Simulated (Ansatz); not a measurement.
Species: CH$_{3}$Cl (charge +1, doublet). 
Coordinates optimised at B3LYP-D3(BJ)/def2-TZVP (Ansatz, an electronic-structure program):
```
C
H 1 1.0908
H 1 1.0908 2 118.23
H 1 1.1215 2 107.66 3 -122.15
Cl 1 1.7415 2 109.76 4 -110.94
```
Charge +1, spin multiplicity 2.

Basis-set convergence of Hartree-Fock and CCSD(T) correlation energies (hartree) with Ansatz. Correlated levels leave the core frozen unless marked. UHF or UKS for open shells. No spin-orbit coupling. No relativistic terms.

```csv
basis,functions,E(HF),"E(corr, CCSD(T))"
def2-SVP,47,-498.55401,-0.29999
def2-TZVPP,115,(withheld),(withheld)
```

Task: Complete the blanks.

Result: 
- def2-TZVPP, E(HF): -498.76295
- def2-TZVPP, E(corr, CCSD(T)): -0.38523
